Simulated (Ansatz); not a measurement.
fcc Pb was calculated with r²SCAN (plane waves, PAW; Ansatz, a program for electronic structure).

Settings: plane-wave cutoff 560 eV, 20×20×20 k mesh, Fermi–Dirac smearing 0.05 eV, scalar-relativistic PAW data made under PBE.

Results at a series of volumes:

```tsv
V (Å³/atom)	E − E_lowest (meV/atom)
29.266	17.26
29.889	7.33
30.511	1.75
31.134	0.00
31.757	1.64
32.379	6.30
33.002	13.66
```

### Question
What bulk modulus B0 and pressure derivative B′ does a third-order Birch–Murnaghan fit give?

### Answer
V0 = 31.131 Å³/atom, B0 = 43.7 GPa, B′ = 5.0 (fit to the energies at full precision).

Measured, for comparison: bulk modulus 47 GPa (corrected for temperature and zero-point phonon effects; as tabulated in Levämäki et al. (2014), arXiv:1402.3671); equilibrium volume per atom 29.45 Å³/atom (low-temperature or extrapolated to 0 K; zero-point anharmonic expansion removed; as tabulated in Csonka et al. (2009), arXiv:0903.4037). Computed (rounded) less measured: bulk modulus -7 %, equilibrium volume per atom +5.7 %.

Spin–orbit coupling is not included; it can shift volumes and moduli of such heavy elements.

Static lattice: no zero-point or thermal effects.
